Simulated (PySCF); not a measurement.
Acetyl chloride, C2H3ClO.
Structure used (PBE0-D3(BJ)/def2-TZVP), in Å, numbered top down from 1:
```
atom  x, y, z in Å
C1    -0.5890   -0.0975   -0.0143
C2     0.8532    0.2291   -0.2032
O3     1.3358    1.2900   -0.3820
Cl4    1.8834   -1.2364   -0.1317
H5    -1.1769    0.8172   -0.0637
H6    -0.7258   -0.5905    0.9495
H7    -0.9058   -0.7998   -0.7870
```

Level: wB97X-D/pcSseg-2 in PySCF, non-relativistic, on one gas-phase PBE0-D3(BJ)/def2-TZVP geometry that isn't relaxed in the solvent. The solvent is an IEF-PCM continuum (Bondi radii, 1.10 Å for H, scaled by 1.2). Only the electrostatic response of the medium enters.

Gas phase at wB97X-D/pcSseg-2: HOMO -10.49 eV, LUMO 0.81 eV, dipole 2.89 D.

Q: What does the continuum do to the energy, the frontier levels and the dipole at wB97X-D/pcSseg-2 in chloroform?

A: 
```tsv
solvent	ε	E(solvent) − E(gas) (kcal/mol)	polarisation term (kcal/mol)	distortion of the solute (kcal/mol)	HOMO (eV)	LUMO (eV)	dipole (D)
chloroform	4.711	-3.21	-3.63	0.42	-10.52	0.88	3.43
```

The first energy column is the sum of the next two and covers electrostatics alone.

Q: Which radius a makes the point-dipole formula ΔE = −[(ε − 1)/(2ε + 1)]·μ²/a³ give the value in chloroform, with the gas-phase dipole?

A: μ = 1.138 au and |ΔE| = 0.00512 Eh give a = 2.37 Å; the farthest nucleus lies 2.14 Å from the centroid of the nuclei. The formula assumes a rigid point dipole at the centre of a sphere.

Q: Give the dipole vector in the frame of the coordinates (D, pointing from negative to positive charge), gas and chloroform.

A: Gas (-2.73, -0.88, 0.39), solvent (-3.22, -1.06, 0.46). Its length changes by +18 % and its direction by less than 1°.

Note: wB97X-D ran without an empirical dispersion term, which enters the total energy and its gradient alone.
